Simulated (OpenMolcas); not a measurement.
# B2PH5 (SMILES BBP) at 5 levels

Aim: a comparison of 5 runs (HF/3-21G, M06-2X/6-31G, B3LYP/def2-SVP, PBE/cc-pVDZ, PBE0/def2-SVP) of B2PH5. 

The results are computed with OpenMolcas 26.06.

4 further runs of the same task are left out: 4 set aside as unsound or not needed.

**1. Starting point**

The species is B2PH5 (8 atoms), meant as a singlet with charge 0. As SMILES, `BBP`. The shape is that of a GFN2-xTB optimisation. This is one conformer, not always the lowest.

Bond lengths: B1–B2 1.614 Å, B2–P3 1.887 Å, B1–H4 1.174 Å, B1–H5 1.175 Å, B2–H6 1.176 Å, P3–H7 1.387 Å, P3–H8 1.386 Å. Angles: B1–B2–P3 121.5°, B1–B2–H6 126.1°, P3–B2–H6 112.3°, B2–B1–H4 123.5°, B2–B1–H5 121.9°, B2–P3–H7 101.5°, B2–P3–H8 99.1°, H4–B1–H5 114.5°, H7–P3–H8 94.8°.

**2. Energy and gradient at HF/3-21G (run 1)**

The input, struct.xyz:

```xyz
8

B     -1.166700     0.722700    -0.454440
B      0.411360     0.478610    -0.219570
P      1.111750    -1.251810     0.058420
H     -1.706380     0.533320    -1.479390
H     -1.877700     1.069970     0.414140
H      1.252690     1.299160    -0.262680
H      0.083870    -1.855390     0.768230
H      1.891120    -0.996560     1.175310
```

The input, calc.input:

```
* B2H5P Hartree-Fock

&gateway
 baslib=$CurrDir
 coord=struct.xyz
 basis=3-21G
 group=NoSym

&seward

&scf
 thresholds=1e-10 1e-07 1e-07 1e-05
 prorbitals=1 2

&alaska
```

The basis set 3-21G is read from a file made from the Basis Set Exchange's data (not shown).

On the command line:

```bash
$ export MOLCAS_MEM=1860
$ pymolcas calc.input > calc.log
```

Standard output:

```text
--- Start Module: gateway ---
[...]
--- Stop Module: gateway /rc=_RC_ALL_IS_WELL_ ---
[...]
      Basis functions           41
[...]
--- Start Module: scf ---
[...]
       Convergence after  12 Iterations
[...]
::    Total SCF energy                               -390.9180646499
[...]
      Total spin, S                                     0.0000000000
[...]
      Total electronic charge=   30.000000
      Total            charge=   -0.000000
[...]
      Dipole Moment (debye):
      Origin of the operator (angstrom)=    0.4439   -0.4394   -0.0860
                   X= -3.9929E-01               Y=  6.4384E-01               Z=  8.7454E-01           Total=  1.1571E+00
      Quadrupole Moment (debye*angstrom):
[...]
--- Stop Module: scf /rc=_RC_ALL_IS_WELL_ ---
--- Start Module: alaska ---
[...]
 *              Molecular gradients               *
 **************************************************
  Irreducible representation: a
 ------------------------------------------------------------------------------------------
                              X                       Y                       Z
 ------------------------------------------------------------------------------------------
  B1                1.16581648228964E-02   -4.15586250963940E-03    2.57313258143355E-03
  B2               -1.08329230012987E-02   -5.98661274531276E-03    2.81470242648268E-03
  P3               -3.16228448202871E-03    9.44497696138047E-03    5.63275700512378E-03
  H4                2.53772421638665E-03    1.76981722040301E-03    9.95850257895325E-03
  H5                4.23002619984292E-03   -2.62670166640167E-03   -8.97957328346877E-03
  H6               -1.89226889386207E-03   -8.29288164238040E-03    1.00760274256839E-03
  H7                1.22300517262461E-02    1.12802426748386E-02   -3.58459693056012E-03
  H8               -1.47684905881804E-02   -1.43297829286293E-03   -9.42252712052793E-03
[...]
--- Stop Module: alaska /rc=_RC_ALL_IS_WELL_ ---
[...]
```

Wall time 1.8 s (1 thread of Arm Neoverse V2, shared host); peak memory 0.37 GiB.

**3. Energy and forces at M06-2X/6-31G (run 2)**

The input, run.inp:

```
>>> EXPORT MOLCAS_PRINT=2

&GATEWAY
 BasLib=$CurrDir
 Coord
 8
 bohr
 B     -2.20474347     1.36570507    -0.85876714
 B      0.77735774     0.90444182    -0.41492717
 P      2.10090302    -2.36557806     0.11039780
 H     -3.22459086     1.00782874    -2.79564193
 H     -3.54833874     2.02195026     0.78261118
 H      2.36724102     2.45505659    -0.49639326
 H      0.15849133    -3.50617895     1.45174430
 H      3.57369887    -1.88322547     2.22101401
 Basis=6-31G
 Group=NoSym

&SEWARD
 GridInput
 Grid=UltraFine
 End of Grid

&SCF
 KSDFT=M062X
 Thresholds=1e-10 1e-07 1e-07 1e-05
 PrOrbitals=0

&ALASKA
```

The basis set 6-31G is read from a file made from the Basis Set Exchange's data (not shown).

On the command line:

```bash
$ export MOLCAS_MEM=1860
$ pymolcas run.inp > run.log
```

Standard output:

```text
--- Start Module: gateway ---
[...]
--- Stop Module: gateway /rc=_RC_ALL_IS_WELL_ ---
[...]
      Basis functions           41
[...]
--- Start Module: scf ---
[...]
       Convergence after  14 Iterations
[...]
::    Total KS-DFT energy                            -393.8740173971
[...]
      Total spin, S                                     0.0000000000
[...]
      Total electronic charge=   30.000000
      Total            charge=   -0.000000
[...]
      Dipole Moment (debye):
      Origin of the operator (angstrom)=    0.4439   -0.4394   -0.0860
                   X= -2.6457E-01               Y=  4.1373E-01               Z=  1.0063E+00           Total=  1.1197E+00
      Quadrupole Moment (debye*angstrom):
[...]
--- Stop Module: scf /rc=_RC_ALL_IS_WELL_ ---
[...]
--- Start Module: alaska ---
[...]
 *              Molecular gradients               *
 **************************************************
  Irreducible representation: a
 ------------------------------------------------------------------------------------------
                              X                       Y                       Z
 ------------------------------------------------------------------------------------------
  B1                1.54471470837558E-03   -1.86537544595899E-03    1.54152093338267E-03
  B2               -2.72675326699062E-03   -2.86590599070813E-03    2.45595046395125E-03
  P3               -2.20736223634521E-03    3.31252342589927E-03    1.38651464308612E-02
  H4                3.77890064428388E-03    2.16379689435672E-03    1.06232358953164E-02
  H5                5.08618526374027E-03   -3.18186079319516E-03   -9.47621802425846E-03
  H6               -4.01788750395182E-03   -8.11137281752528E-03    6.54704937186917E-04
  H7                1.65394598658017E-02    1.36611161517886E-02   -6.06876111339005E-03
  H8               -1.79972574749305E-02   -3.11292142469044E-03   -1.35955795230567E-02
[...]
--- Stop Module: alaska /rc=_RC_ALL_IS_WELL_ ---
[...]
```

Run time: 16 s. Hardware: 1 thread of Arm Neoverse V2, shared host; peak memory 0.38 GiB.

Runs 3 to 4 aren't shown in full; the table further down has their settings and results.

**4. Energy and gradient at PBE0/def2-SVP (run 5)**

The input, job.input:

```
* B2H5P Kohn-Sham DFT

&gateway
 baslib=$CurrDir
 coord
 8
 angstrom
 B       -1.166700       0.722700      -0.454440
 B        0.411360       0.478610      -0.219570
 P        1.111750      -1.251810       0.058420
 H       -1.706380       0.533320      -1.479390
 H       -1.877700       1.069970       0.414140
 H        1.252690       1.299160      -0.262680
 H        0.083870      -1.855390       0.768230
 H        1.891120      -0.996560       1.175310
 basis=def2-SVP
 group=NoSym

&seward
 gridinput
 Grid=UltraFine
 End of Grid

&scf
 ksdft=PBE0
 thresholds=1e-10 1e-07 1e-07 1e-05
 prorbitals=1 1

&alaska
```

The basis set def2-SVP is read from a file made from the Basis Set Exchange's data (not shown).

On the command line:

```bash
$ export MOLCAS_MEM=1860
$ pymolcas job.input > job.log
```

Standard output:

```text
--- Start Module: gateway ---
[...]
--- Stop Module: gateway /rc=_RC_ALL_IS_WELL_ ---
[...]
      Basis functions           71
[...]
--- Start Module: scf ---
[...]
       Convergence after  15 Iterations
[...]
::    Total KS-DFT energy                            -393.6397635515
[...]
      Total spin, S                                     0.0000000000
[...]
      Total electronic charge=   30.000000
      Total            charge=   -0.000000
[...]
      Dipole Moment (debye):
      Origin of the operator (angstrom)=    0.4439   -0.4394   -0.0860
                   X=  6.3798E-03               Y=  3.1115E-02               Z=  7.4399E-01           Total=  7.4467E-01
      Quadrupole Moment (debye*angstrom):
[...]
--- Stop Module: scf /rc=_RC_ALL_IS_WELL_ ---
[...]
--- Start Module: alaska ---
[...]
 *              Molecular gradients               *
 **************************************************
  Irreducible representation: a
 ------------------------------------------------------------------------------------------
                              X                       Y                       Z
 ------------------------------------------------------------------------------------------
  B1               -5.19134972367130E-03   -2.81146179743175E-04    8.97207894715257E-04
  B2               -1.48648966201781E-03    1.18643001253496E-02   -2.48669960113168E-03
  P3               -2.87318460401309E-05   -1.87690287242148E-03    1.52921368991898E-02
  H4                7.73018813160009E-03    3.41580631914018E-03    1.74286239622057E-02
  H5                9.79057949861883E-03   -5.62104663329666E-03   -1.51650336487386E-02
  H6               -1.09484827823061E-02   -1.36338175777446E-02    1.14888255537524E-03
  H7                1.33310211830509E-02    9.96124573898927E-03   -5.62744672067561E-03
  H8               -1.31967347992510E-02   -3.82843892029228E-03   -1.14876713409484E-02
[...]
--- Stop Module: alaska /rc=_RC_ALL_IS_WELL_ ---
[...]
```

Run time: 21 s. Hardware: 1 thread of Arm Neoverse V2, shared host; peak memory 0.42 GiB.

**5. Overview of the runs**

```tsv
run	level	integration grid	energy (Eh)	dipole moment (D)	HOMO energy (eV)	LUMO energy (eV)	wall time
1	HF/3-21G	–	-390.918065	1.16	-9.97	1.92	1.8 s
2	M06-2X/6-31G	UltraFine	-393.874017	1.12	-8.37	-0.62	16 s
3	B3LYP/def2-SVP	UltraFine	-393.880452	0.67	-7.25	-1.88	21 s
4	PBE/cc-pVDZ	UltraFine	-393.733052	0.74	-6.39	-2.63	24 s
5	PBE0/def2-SVP	UltraFine	-393.639764	0.74	-7.51	-1.74	21 s
```

**6. Summary of results**

```
                       quantity          value
            run 5: total energy  -393.63976 Eh
           run 5: dipole moment         0.74 D
             run 5: HOMO energy       -7.51 eV
             run 5: LUMO energy       -1.74 eV
           run 5: HOMO–LUMO gap        5.77 eV
run 5: largest force on an atom     0.996 eV/Å
```

The dipole moment (its size) runs from 0.67 D (B3LYP/def2-SVP) to 1.16 D (HF/3-21G). The two ends differ in method and basis. The HOMO–LUMO gap runs from 3.76 eV (PBE/cc-pVDZ) to 11.89 eV (HF/3-21G). Totals of different functionals can't be ranked against each other. All runs together took 84 s, the longest 24 s.
